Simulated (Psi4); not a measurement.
# PH2 (SMILES [PH2]), step by step

Aim: a geometry optimisation (U-r2SCAN-3c/def2-mTZVPP), then vibrational wavenumbers, then the energy (UCCSD(T)/def2-TZVP) of PH2. 

Program for the calculation: Psi4 1.11.

### Step 1. Starting point

The species is PH2 (3 atoms), meant as a doublet with charge 0. SMILES: `[PH2]`. All atoms were displaced at random from a relaxed shape. The run starts from this shape.

Bond lengths: P1–H2 1.437 Å, P1–H3 1.372 Å. Angles: H2–P1–H3 101.0°.

### Step 2. A structure relaxation at U-r2SCAN-3c/def2-mTZVPP (density fitting) (run 1)

Input file input.in:

```
memory 1600 MB

molecule {
  0 2
  P      0.504029    -0.249553     0.131028
  H      0.177805     1.150192     0.142102
  H     -0.639771    -0.779733    -0.410263
}

set {
  reference    uks
  geom_maxiter 60
}

e_tot, wfn = optimize('r2scan-3c', return_wfn=True)
```

Started as:

```bash
psi4 input.in input.out -n 1
```

input.out:

```text
[...]
  Running in cs symmetry.
[...]
  Nuclear repulsion =   11.552251519331046
[...]
  Multiplicity = 2
[...]
  Nalpha       = 9
  Nbeta        = 8
[...]
    Number of basis functions: 37
[...]
   @DF-UKS iter   1:  -342.44088097296407   -2.59729e-01   9.18595e-03 DIIS/ADIIS
[...]
   @DF-UKS iter   8:  -342.47792486732999   -1.13687e-13   1.68618e-09 DIIS
[...]
   @S^2 Observed:                7.584673719E-01
[...]
    Orbital Energies [Eh]
    ---------------------
    Alpha Occupied:
       1Ap   -76.793512     2Ap    -6.485557     1App   -4.635544
       3Ap    -4.629371     4Ap    -4.626115     5Ap    -0.606250
       6Ap    -0.362831     7Ap    -0.287208     2App   -0.235560
    Alpha Virtual:
       8Ap     0.014869     9Ap     0.067468     3App    0.217012
      10Ap     0.217068     4App    0.224412    11Ap     0.226142
      12Ap     0.228130     5App    0.242386    13Ap     0.264092
      14Ap     0.472371    15Ap     0.501804    16Ap     0.937352
      17Ap     1.007899     6App    1.149206     7App    1.153836
      18Ap     1.166733    19Ap     1.235858    20Ap     1.280431
[...]
  @DF-UKS Final Energy:  -342.47792486732999
   => Energetics <=
    Nuclear Repulsion Energy =             11.4050119618877819
    One-Electron Energy =                -495.5670543794296918
    Two-Electron Energy =                 165.5788183445888535
    DFT Exchange-Correlation Energy =     -23.8979033756061305
    Empirical Dispersion Energy =           0.0032025812291808
    VV10 Nonlocal Energy =                  0.0000000000000000
    Total Energy =                       -342.4779248673299890
  UHF NO Occupations:
  HONO-2 :    6 Ap 1.9996734
  HONO-1 :    7 Ap 1.9962617
[...]
 Multipole Moments:
 ------------------------------------------------------------------------------------
     Multipole            Electronic (a.u.)      Nuclear  (a.u.)        Total (a.u.)
 ------------------------------------------------------------------------------------
 L = 1.  Multiply by 2.5417464519 to convert [e a0] to [Debye]
 Dipole X            :          1.3535000           -1.6074160           -0.2539161
 Dipole Y            :         -0.6936134            0.8234410            0.1298277
 Dipole Z            :          0.0000000            0.0000000            0.0000000
 Magnitude           :                                                    0.2851817
[...]
  -Total Gradient:
     Atom            X                  Y                   Z
    ------   -----------------  -----------------  -----------------
       1       -0.000368193981     0.000015558202     0.000000000000
       2       -0.000249250658     0.000204508718     0.000000000000
       3       -0.000106924995     0.000151458114     0.000000000000
[...]
    Final optimized geometry and variables:
    Molecular point group: cs
    Full point group: Cs
    Geometry (in Angstrom), charge = 0, multiplicity = 2:
    P            0.054064270474    -0.027695840780     0.000000000000
    H           -0.366086872780     1.333565692817     0.000000000000
    H           -1.295485119109    -0.482381853143     0.000000000000
    Psi4 run time: 0:00:11.56
[...]
```

Standard output:

```text
Optimizer: Optimization complete!
```

It took 13 s on 1 thread of Intel Xeon 6975P-C (Granite Rapids), shared host; peak memory 0.4 GiB.

The path in brief:

```
step  energy from the first frame kept (eV)  largest force (eV/Å)
   0                                 0.0000                1.7617
   1                                -0.0905                0.1286
   2                                -0.0907                0.0189
```

After the run. Bond lengths: P1–H2 1.425 Å, P1–H3 1.424 Å. Angles: H2–P1–H3 91.5°.

### Step 3. The harmonic vibrations at U-r2SCAN-3c/def2-mTZVPP (density fitting) (run 2)

Input file run.py:

```python
import psi4

psi4.set_memory('1600 MB')
psi4.set_num_threads(1)
psi4.set_output_file('output.dat', False)

mol = psi4.geometry("""
0 2
P
H 1 1.424626
H 1 1.424086 2 91.46678
symmetry c1
""")

psi4.set_options({
    'reference': 'uks',
    't': 298.15,
    'rotational_symmetry_number': 2,
})

e, wfn = psi4.frequency('r2scan-3c', return_wfn=True)
print('E =', round(e, 9))
print('wavenumbers / cm^-1:', wfn.frequencies().np.round(1))
for k in ('ZPVE', 'ENTHALPY', 'GIBBS FREE ENERGY'):
    print(f'{k}: {psi4.variable(k):.8f} Eh')
```

Started as:

```bash
python run.py
```

output.dat:

```text
[...]
  Running in c1 symmetry.
[...]
  Nuclear repulsion =   11.405015763036692
[...]
  Multiplicity = 2
[...]
  Nalpha       = 9
  Nbeta        = 8
[...]
    Number of basis functions: 37
[...]
   @DF-UKS iter   1:  -342.44536519076217   -2.75304e-01   7.04570e-03 ADIIS/DIIS
[...]
   @DF-UKS iter  11:  -342.47792486773227   -8.52651e-13   3.39488e-09 DIIS
[...]
   @S^2 Observed:                7.584673761E-01
[...]
    Orbital Energies [Eh]
    ---------------------
    Alpha Occupied:
       1A    -76.793512     2A     -6.485557     3A     -4.635544
       4A     -4.629372     5A     -4.626115     6A     -0.606250
       7A     -0.362831     8A     -0.287208     9A     -0.235560
    Alpha Virtual:
      10A      0.014869    11A      0.067467    12A      0.217012
      13A      0.217068    14A      0.224412    15A      0.226142
      16A      0.228130    17A      0.242386    18A      0.264092
      19A      0.472370    20A      0.501804    21A      0.937351
      22A      1.007899    23A      1.149206    24A      1.153836
      25A      1.166733    26A      1.235858    27A      1.280431
[...]
  @DF-UKS Final Energy:  -342.47792486773227
   => Energetics <=
    Nuclear Repulsion Energy =             11.4050057897029742
    One-Electron Energy =                -495.5670427381543846
    Two-Electron Energy =                 165.5788125139054046
    DFT Exchange-Correlation Energy =     -23.8979030148155367
    Empirical Dispersion Energy =           0.0032025816292814
    VV10 Nonlocal Energy =                  0.0000000000000000
    Total Energy =                       -342.4779248677322698
  UHF NO Occupations:
  HONO-2 :    7  A 1.9996734
  HONO-1 :    8  A 1.9962617
[...]
 Multipole Moments:
 ------------------------------------------------------------------------------------
     Multipole            Electronic (a.u.)      Nuclear  (a.u.)        Total (a.u.)
 ------------------------------------------------------------------------------------
 L = 1.  Multiply by 2.5417464519 to convert [e a0] to [Debye]
 Dipole X            :          1.0887375           -1.2930711           -0.2043336
 Dipole Y            :          1.0619373           -1.2608754           -0.1989381
 Dipole Z            :         -0.0000004           -0.0000000           -0.0000004
 Magnitude           :                                                    0.2851817
[...]
  -Total Gradient:
     Atom            X                  Y                   Z
    ------   -----------------  -----------------  -----------------
       1       -0.000347118978    -0.000123168977    -0.000000281658
       2       -0.000177741035    -0.000269322818     0.000000125593
       3       -0.000057720639    -0.000176140361     0.000000156793
[...]
  ==> Harmonic Vibrational Analysis <==
[...]
  Freq [cm^-1]                1131.4121           2386.8383           2395.6725
[...]
  IR activ [km/mol]            14.4148             36.5949             50.7064
[...]
  Total E_0, Enthalpy at 0 [K]                                                         -342.46445196 [Eh]
[...]
  Total H, Enthalpy at  298.15 [K]                                                     -342.46065298 [Eh]
[...]
  Total G, Gibbs energy at  298.15 [K]                                                 -342.48478593 [Eh]
[...]
```

On the terminal:

```text
E = -342.477924867
wavenumbers / cm^-1: [1131.4 2386.8 2395.7]
ZPVE: 0.01347291 Eh
ENTHALPY: -342.46065298 Eh
GIBBS FREE ENERGY: -342.48478593 Eh
```

Wall time 51 s (1 thread of Intel Xeon 6975P-C (Granite Rapids), shared host); peak memory 0.39 GiB.

### Step 4. A single-point energy at UCCSD(T)/def2-TZVP (run 3)

Input file calc.dat:

```
memory 1600 MB

molecule {
  0 2
  P      0.509955    -0.250551     0.133433
  H      0.071186     1.104191     0.092011
  H     -0.715274    -0.703059    -0.434081
}

set basis def2-TZVP
set reference uhf
set scf_type pk
set num_frozen_docc 5

e = energy("ccsd(t)")
```

Started as:

```bash
psi4 -i calc.dat -o calc.out -n 1
```

calc.out:

```text
[...]
  Running in cs symmetry.
[...]
  Nuclear repulsion =   11.405013717032242
[...]
  Multiplicity = 2
[...]
  Nalpha       = 9
  Nbeta        = 8
[...]
    Number of basis functions: 49
[...]
   @UHF iter   1:  -341.85729883392673   -4.80918e-01   5.40397e-03 ADIIS/DIIS
[...]
   @UHF iter  13:  -341.88186694735310   -7.38964e-13   3.64060e-09 DIIS
[...]
   @S^2 Observed:                7.695413635E-01
[...]
    Orbital Energies [Eh]
    ---------------------
    Alpha Occupied:
       1Ap   -79.955571     2Ap    -7.500253     1App   -5.405283
       3Ap    -5.391037     4Ap    -5.389602     5Ap    -0.854184
       6Ap    -0.521984     7Ap    -0.430281     2App   -0.376286
    Alpha Virtual:
       8Ap     0.143812     9Ap     0.145491    10Ap     0.291137
      11Ap     0.298246     3App    0.341725    12Ap     0.386920
       4App    0.405586     5App    0.410967    13Ap     0.421916
      14Ap     0.488722    15Ap     0.645752    16Ap     0.697258
      17Ap     0.777158    18Ap     1.409726     6App    1.417507
      19Ap     1.452108     7App    1.459330     8App    1.483045
[...]
  @UHF Final Energy:  -341.88186694735310
   => Energetics <=
    Nuclear Repulsion Energy =             11.4050137170322419
    One-Electron Energy =                -495.4569761060693054
    Two-Electron Energy =                 142.1700954416839409
    Total Energy =                       -341.8818669473531031
  UHF NO Occupations:
  HONO-2 :    6 Ap 1.9993592
  HONO-1 :    7 Ap 1.9911703
  HONO-0 :    2App 1.0000000
  LUNO+0 :    8 Ap 0.0088297
  LUNO+1 :    9 Ap 0.0006408
[...]
 Multipole Moments:
 ------------------------------------------------------------------------------------
     Multipole            Electronic (a.u.)      Nuclear  (a.u.)        Total (a.u.)
 ------------------------------------------------------------------------------------
 L = 1.  Multiply by 2.5417464519 to convert [e a0] to [Debye]
 Dipole X            :          1.3871400           -1.6074157           -0.2202757
 Dipole Y            :         -0.7109213            0.8234414            0.1125201
 Dipole Z            :          0.0000000            0.0000000            0.0000000
 Magnitude           :                                                    0.2473503
[...]
      * MP2 total energy                      = -342.011070822829709
[...]
      * CCSD total energy                     = -342.039219996255611
[...]
      * CCSD(T) total energy                     = -342.044386131878412
[...]
```

Run time: 2.4 s. Hardware: 1 thread of Intel Xeon 6975P-C (Granite Rapids), shared host; peak memory 0.21 GiB.

### Step 5. Summary of results

| quantity | value |
| --- | --- |
| run 1, U-r2SCAN-3c/def2-mTZVPP: total energy at the end | -342.47792 Eh |
| run 1, U-r2SCAN-3c/def2-mTZVPP: dipole moment | 0.72 D |
| run 1, U-r2SCAN-3c/def2-mTZVPP: HOMO energy (highest over α and β) | -6.41 eV |
| run 1, U-r2SCAN-3c/def2-mTZVPP: LUMO energy (lowest over α and β) | -3.61 eV |
| run 1, U-r2SCAN-3c/def2-mTZVPP: ⟨S²⟩ | 0.758 |
| run 2, U-r2SCAN-3c/def2-mTZVPP: lowest harmonic wavenumber | 1131 cm⁻¹ |
| run 2, U-r2SCAN-3c/def2-mTZVPP: highest harmonic wavenumber | 2396 cm⁻¹ |
| run 2, U-r2SCAN-3c/def2-mTZVPP: zero-point energy | 35.4 kJ/mol |
| run 2, U-r2SCAN-3c/def2-mTZVPP: ideal-gas entropy at 298.15 K (symmetry number 2 as used) | 50.8 cal/(mol K) |
| run 3, UCCSD(T)/def2-TZVP: total energy | -342.04439 Eh |
| run 3, UCCSD(T)/def2-TZVP: HOMO energy (Hartree–Fock orbitals) (highest over α and β) | -10.24 eV |
| run 3, UCCSD(T)/def2-TZVP: LUMO energy (Hartree–Fock orbitals) (lowest over α and β) | 1.04 eV |
| run 3, UCCSD(T)/def2-TZVP: correlation energy (5 core orbitals frozen) | -162.5 mEh |
| run 3, UCCSD(T)/def2-TZVP: (T) correction | -5.17 mEh |
| run 3, UCCSD(T)/def2-TZVP: ⟨S²⟩ of the reference determinant | 0.770 |
| run 3, UCCSD(T)/def2-TZVP: T1 diagnostic | 0.022 |

**Reading.** The optimisation (run 1, U-r2SCAN-3c/def2-mTZVPP) took 3 steps and changed the energy by -0.091 eV. All 3 modes (run 2, U-r2SCAN-3c/def2-mTZVPP) are real, so the shape is a minimum at this level. The triples (run 3, UCCSD(T)/def2-TZVP) make up 3.2 % of the correlation energy.
